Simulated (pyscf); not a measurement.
Optimised with ωB97X-D3(BJ)/def2-SVP in PySCF. MP2 and CC: frozen core, UHF for open shells. ΔMP2 is the change of the MP2 total energy from the triple- to the quadruple-zeta basis.

Problem. How much does it cost (ΔH, 298 K, CCSD(T)/def2-TZVPP + ΔMP2(QZVPP)) to split `[OH][Sb]([OH])[SH]` at its S–Sb bond into HO–Sb•–OH + SH•?

Solution. S–Sb to HO–Sb•–OH + SH•: 66.2 kcal/mol. Other isomers of HO–Sb•–OH were not searched in full and may lie lower. The CCSD(T) − MP2 part came from Ansatz, without density fitting, on the same reference. The frozen core leaves the outer d or s,p core shells of the metals and heavy elements correlated in the MP2 and CC values, and def2-TZVPP describes them poorly, which can shift differences by a few kcal/mol. Left out: the spin-orbit lowering of SH. Elements past Kr carry the def2 core potentials, without spin-orbit coupling.
